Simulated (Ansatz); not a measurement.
Geometry optimisation, Ansatz 0.2.0, RKS revPBE/def2-SVP.

The input (input.yaml):

```yaml
crystal:
  periodic: [false, false, false]
  atoms:
    - { symbol: Si, position_ang: [-0.6545, 0.1663, -0.1679] }
    - { symbol: H, position_ang: [0.1161, -1.4672, -0.6804] }
    - { symbol: H, position_ang: [-1.9687, -0.4521, -0.3139] }
    - { symbol: H, position_ang: [-0.9055, 1.6053, -0.3818] }
    - { symbol: C, position_ang: [0.1972, 0.0774, 1.5251] }
    - { symbol: H, position_ang: [0.6261, -1.1046, -1.4339] }
    - { symbol: O, position_ang: [0.5977, 0.1248, -1.8049] }
    - { symbol: H, position_ang: [-0.2976, 0.7402, 2.2275] }
    - { symbol: H, position_ang: [0.1742, -0.9225, 1.9464] }
    - { symbol: H, position_ang: [1.2368, 0.3829, 1.464] }
    - { symbol: H, position_ang: [0.8783, 0.8495, -2.3801] }
basis:
  gaussian: { orbitals: def2-SVP }
hamiltonian:
  xc: revpbe
relax:
  f_tol: 0.15
  max_steps: 25
  restrain:
    - { distance: [0, 6], at: 3.07, k: 30.0 }
    - { distance: [5, 1], at: 1.92, k: 30.0 }
    - { distance: [0, 1], at: 1.42, k: 30.0 }
    - { distance: [5, 6], at: 0.97, k: 30.0 }
```

Launched with:

```bash
$ ansatz run input.yaml --threads 2 --pin off --max-ram 3072MiB --backend cpu --events-out ev --progress --plain --runs-dir out
```

Question: Where does it end, and by what steps?

Answer: The run converged. The restraints hold the end off the free minimum. After 8 steps the energy has fallen by 1.552 eV (the restraints' own energy left out); H6 moved furthest, 0.90 Å. Joined: Si1–H2 (1.88 → 1.45 Å), H6–O7 (1.28 → 0.97 Å).

```tsv
step	energy less start (eV)	largest force component (eV/Å)	accepted
0	0.0000	2.362	yes
1	0.6833	3.153	yes
2	0.9360	2.760	yes
3	0.8619	2.801	yes
4	0.2980	2.067	yes
5	-0.4746	2.433	yes
6	-1.1609	2.446	yes
7	-1.4526	0.868	yes
8	-1.5522	0.837	yes
```

```xyz
11
Properties=species:S:1:pos:R:3
Si -0.729 -0.096 0.078
H -0.054 -1.185 -0.603
H -2.191 -0.462 0.192
H -0.647 1.232 -0.613
C 0.062 0.065 1.800
H 0.957 -0.684 -2.161
O 0.621 0.060 -2.691
H -0.429 0.826 2.439
H 0.050 -0.903 2.343
H 1.123 0.368 1.676
H 1.237 0.778 -2.461
```

Time of the run: 9.1 s on 2 threads of Intel(R) Xeon(R) Platinum 8488C (Sapphire Rapids), on a shared host, peak memory 0.14 GiB.
